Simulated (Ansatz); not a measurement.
`[AlH2][SiH3]`, 7 atoms. The species carries charge 0 and has multiplicity 1. Hardware: A = 2 threads of a server CPU on a shared host; B = 2 threads of an AMD EPYC 7R13 on a shared host and a share of an NVIDIA H100 80 GB. Correlated methods freeze the cores. Open-shell runs search over several starts.

How many basis functions does each run have, and how long does it take in Ansatz? UKS B3LYP-D4/def2-TZVPP energy of the cation [A]; RHF-CCSD(T)/cc-pV(Q+d)Z energy [B]; UKS ωB97X-V/def2-TZVPP energy of the cation [A]; UKS B2PLYP (frozen core)/def2-TZVPP energy of the cation [A]; RKS PBE0-D4/def2-TZVP relaxation (3 steps) [A]; UHF-CCSD(T)/def2-TZVPP energy of the cation [A]; RKS PBE-QIDH (frozen core)/def2-TZVPP energy [A]; UKS PBE-D4/def2-TZVPP energy of the cation [A]; UHF-CCSD(T)/def2-QZVPP energy of the cation [B]; UKS PBE0-D4/def2-TZVPP energy of the cation [A]; RKS B97M-V/def2-TZVPP energy [A]; RKS PBE0-D4/def2-SVP energy [A]. (Best estimate.)

Ansatz gave: Other jobs shared the machine, so times are rough.

```
                                level                       job  functions  wall time  peak host memory (GiB)
                 RKS PBE0-D4/def2-SVP                energy [A]         61     0.96 s                    0.13
RKS PBE-QIDH (frozen core)/def2-TZVPP                energy [A]        154      2.6 s                    0.25
               UKS PBE0-D4/def2-TZVPP  energy of the cation [A]        154      3.9 s                    0.36
                UKS PBE-D4/def2-TZVPP  energy of the cation [A]        154      4.2 s                    0.25
                RKS B97M-V/def2-TZVPP                energy [A]        154      4.4 s                    0.23
              RHF-CCSD(T)/cc-pV(Q+d)Z                energy [B]        278      5.5 s                    0.82
              UKS B3LYP-D4/def2-TZVPP  energy of the cation [A]        154      5.5 s                    0.36
                RKS PBE0-D4/def2-TZVP  relaxation (3 steps) [A]        104      5.5 s                    0.19
               UHF-CCSD(T)/def2-QZVPP  energy of the cation [B]        290        9 s                    0.85
  UKS B2PLYP (frozen core)/def2-TZVPP  energy of the cation [A]        154      9.5 s                    0.32
               UKS ωB97X-V/def2-TZVPP  energy of the cation [A]        154       12 s                    0.48
               UHF-CCSD(T)/def2-TZVPP  energy of the cation [A]        154       26 s                     2.1
```

B3LYP here is the variant with VWN-RPA as its local correlation; programs differ in this.
